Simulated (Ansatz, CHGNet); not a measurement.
Elastic constant C44 (GPa) of solids drawn from the class of elemental solids other than molecular ones, at two levels: the machine-learned potential CHGNet 0.3.0 (trained on PBE and PBE+U data), and PBE in Ansatz (PAW).

| solid | CHGNet 0.3.0 | PBE | shift (%) |
|---|---|---|---|
| α-phase Ga | 5.44 | 35.9 | +560 |
| hcp Y | 7.51 | 25.4 | +238 |
| fcc Pd | 47.0 | 60.7 | +29 |
| hcp Lu | 12.6 | 30.7 | +144 |
| fcc Ir | 93.5 | 256 | +174 |
| fcc Ni | 102 | 133 | +30 |
| hcp Os | 45.6 | 258 | +466 |
| hcp Mg | 7.34 | 18.4 | +151 |
| fcc Au | 8.88 | 30.3 | +241 |
| fcc Ca | 9.90 | 14.6 | +47 |

The shifts run from +29 % to +560 %, with a median of +162 %.

Over all 10 rows PBE is the larger in 10.

Ansatz's runs of these crystals have no spin polarisation, but for fcc Ni.

Density-functional runs with spin start from parallel moments for fcc Ni.

Spin–orbit coupling is left out, also for the solids with elements from indium on (hcp Lu, fcc Ir, hcp Os, fcc Au); its size isn't shown.

Each level is taken at its own relaxed cell. Ansatz's density-functional and Hartree–Fock values are scalar-relativistic unless marked +SOC, with PAW data made under PBE.

Ansatz is a first-principles code.
